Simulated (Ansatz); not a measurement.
Ansatz (a quantum-chemistry and plane-wave program) input (HF/STO-3G):

Ansatz 0.2 input:
```yaml
crystal:
  periodic: [false, false, false]
  atoms:
    - {symbol: C, position_ang: [-0.01039700, 0.04948473, 0.04581695]}
    - {symbol: C, position_ang: [0.04562202, 0.74152005, 1.29268063]}
    - {symbol: C, position_ang: [-0.01671205, -0.74121037, 1.32473380]}
    - {symbol: C, position_ang: [0.71188699, 0.03234486, -1.25579947]}
    - {symbol: C, position_ang: [-0.80282912, 0.06363022, -1.21668527]}
    - {symbol: H, position_ang: [0.72740551, 1.45715498, 1.72579549]}
    - {symbol: H, position_ang: [-0.95012484, -1.21444087, 1.61781362]}
    - {symbol: H, position_ang: [0.87066798, -1.30201312, 1.60781105]}
    - {symbol: H, position_ang: [1.18804037, -0.89298083, -1.55656501]}
    - {symbol: H, position_ang: [1.23209161, 0.93132286, -1.56122286]}
    - {symbol: H, position_ang: [-1.33361655, -0.83962603, -1.48896764]}
    - {symbol: H, position_ang: [-1.29988894, 0.98596608, -1.48914431]}
basis:
  gaussian:
    orbitals: STO-3G
hamiltonian:
  xc: {name: HF}
magnetization: {spin_polarized: true, initial_magnetization: 1}
relax: {f_tol: 0.003, max_steps: 120}
```

Predict the final energy.

-190.95408 Eh.
